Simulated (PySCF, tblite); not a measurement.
Bond stretch in HCl, singlet.

UKS-BHandHLYP = unrestricted BHandHLYP/cc-pVTZ run with PySCF 2.14.0; RKS-LDA (SVWN5)/6-31G* = restricted LDA (SVWN5)/6-31G*, spherical d (PySCF); RKS-B3LYP/6-311+G** = restricted B3LYP/6-311+G**, spherical d (PySCF); RKS-B3LYP/6-31G* = restricted B3LYP/6-31G*, spherical d (PySCF); GFN2-xTB, 300 K electronic temperature (tblite).

Energies are in eV, each relative to the lowest point of its own curve near equilibrium.

```csv
R / Å,UKS-BHandHLYP,RKS-LDA (SVWN5)/6-31G*,RKS-B3LYP/6-311+G**,RKS-B3LYP/6-31G*,GFN2-xTB
0.95,3.353,3.773,3.517,3.664,2.865
1.01,1.945,2.252,2.074,2.164,1.579
1.10,0.695,0.874,0.778,0.816,0.537
1.14,0.379,0.510,0.442,0.466,0.290
1.22,0.050,0.103,0.078,0.084,0.042
1.26,0.002,0.019,0.011,0.013,0.003
1.28,0.000,0.000,0.000,0.000,0.000
1.32,0.034,0.001,0.015,0.012,0.019
1.33,0.049,0.008,0.026,0.022,0.029
1.40,0.217,0.120,0.162,0.153,0.137
1.49,0.547,0.378,0.451,0.434,0.356
1.57,0.904,0.671,0.772,0.744,0.598
1.73,1.694,1.328,1.489,1.431,1.151
1.93,2.677,2.152,2.386,2.285,1.871
2.10,3.304,2.794,3.076,2.948,2.445
2.29,3.743,3.424,3.743,3.599,3.006
2.59,4.105,4.227,4.577,4.432,3.693
2.81,4.235,4.678,5.040,4.905,4.050
3.13,4.328,5.163,5.540,5.420,4.376
3.51,4.371,—,5.936,5.833,4.548
3.80,4.384,—,6.138,6.043,—
4.48,4.393,—,6.410,6.323,—
5.07,4.394,—,6.525,6.436,—
```

At the longest distance, 5.07 Å, RKS-B3LYP/6-311+G** lies highest above its minimum (6.525 eV) and UKS-BHandHLYP lowest (4.394 eV).

Dashes: no converged value, or the column stops at the first point that the program doubted or that broke a chosen test of continuity, which isn't proof of a fault.

The unrestricted determinant behind UKS-BHandHLYP is spin-contaminated at 1.93 to 5.07 Å (<S²> up to 1.0, against 0.00 for a pure singlet). The restricted form behind RKS-LDA (SVWN5)/6-31G*, RKS-B3LYP/6-311+G**, RKS-B3LYP/6-31G* keeps the bonding electrons paired and can't separate into open-shell fragments.
